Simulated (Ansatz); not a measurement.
# Which method gave which barrier?

Saddle point of SiNH$_{4}$Cl, closed shell (SiHCl ([SiH][Cl]) + NH₃ → SiNH₄Cl ([NH2][SiH2][Cl]); bonds formed: Si1–H3; dative contacts that become bonds: Si1–N4; bonds broken: H3–N4), PBE0-D4/def2-TZVP structure:

Si1  (-0.399, -0.537, -0.741)
Cl2  (1.082, -1.976, -1.039)
H3  (-0.576, 1.077, -0.582)
N4  (0.195, 0.721, 0.485)
H5  (-1.392, -1.220, 0.141)
H6  (1.036, 1.229, 0.242)
H7  (0.053, 0.706, 1.493)
(Å)

Ansatz 0.2.0; basis: def2-TZVPP, with def2-QZVPP for the basis limit; cores frozen in the correlated methods. B3LYP uses VWN-RPA correlation. Extrapolation: Hartree–Fock as exp(−7.88 √X), correlation as X^−2.97. Four methods, as single points on the PBE0-D4 structures, gave these electronic barriers from the start structure: 1.435, 1.682, 1.918, 2.318 eV.

Question: The methods were, in alphabetical order, B3LYP-D4, BHLYP-D4, HF, PBE-D4. Which gave which? (A judgement: the text doesn't fix the answer.)

Answer: Computed: PBE-D4 1.435; B3LYP-D4 1.682; BHLYP-D4 1.918; HF 2.318 eV. For comparison, CCSD(T) at an estimated basis limit (MP2 extrapolated from triple and quadruple zeta, plus CCSD(T) − MP2 in triple zeta) gives 1.735 eV.

No T1 diagnostic of these runs exceeds 0.013. The restricted Hartree–Fock reference is unstable towards an unrestricted one at one or more of these structures.

Losses and insertions of silylenes and their heavier kin drive the gas-phase chemistry of silicon and germanium vapour deposition.

Labels in which every atom is bracketed show which atoms are joined, not bond orders.

For scale, one of the runs: CCSD(T)/def2-TZVPP, 171 basis functions (an equivalent command: `ansatz run in.yaml --threads 2`). The run took 23 s on 2 CPU threads (shared host), with 1.4 GiB of host memory at its peak.
